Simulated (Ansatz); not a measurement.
Ideal-gas functions of C₂H₆Mg, SMILES `C[CH2][MgH]` at 500 K and 1 bar, from an Ansatz frequency run at PBE0-D4/def2-TZVP.

Molar mass 54.37 g/mol, point group Cs (symmetry number 1), electronic degeneracy 1, moments of inertia 16.35, 111.242, 121.443 u Å². Harmonic wavenumbers (cm⁻¹, unscaled): 149, 191, 307, 340, 509, 544, 911, 945, 1016, 1176, 1253, 1402, 1443, 1489, 1503, 1598, 3009, 3015, 3046, 3067, 3089.

Use S(trans) = R[1.5 ln M + 2.5 ln T − 1.1517]; rotational temperatures θ = 24.2544 K / I; S(rot) = R[ln(√π/σ · √(T³/θAθBθC)) + 1.5]; for each mode x = 1.438777 ν̃/T, S = R[x/(eˣ − 1) − ln(1 − e⁻ˣ)] and H = RT x/(eˣ − 1); 1 cm⁻¹ = 0.0119627 kJ/mol; R = 8.31446 J/(mol·K).

**Question.** By hand: the entropy, in J/(mol·K).

**Answer.** Translation 169.4. Rotation: θ = 1.4834, 0.218, 0.1997 K, giving 106.1. Vibration, mode by mode: 15.42, 13.39, 9.61, 8.82, 5.85, 5.39, 2.34, 2.16, 1.84, 1.27, 1.07, 0.75, 0.68, 0.61, 0.59, 0.47, 0.01, 0.01, 0.01, 0.01, 0.01, in all 70.3. Electronic 0.0. Sum 345.8 J/(mol·K).

**Question.** By hand: H − E and G − E in kJ/mol, counted from the electronic energy.

**Answer.** Zero-point energy ½ × 30002 × 0.0119627 = 179.5; thermal vibration 19.6; translation, rotation and pV give 4 RT = 16.6. H − E = 215.7 kJ/mol, and G − E = 215.7 − 500 × 345.8/1000 = 42.8 kJ/mol.

Vibration gives 20 % of the entropy, 15.4 J/(mol·K) of it from the mode under 150 cm⁻¹: soft modes count most, and the harmonic formula is weakest for them.
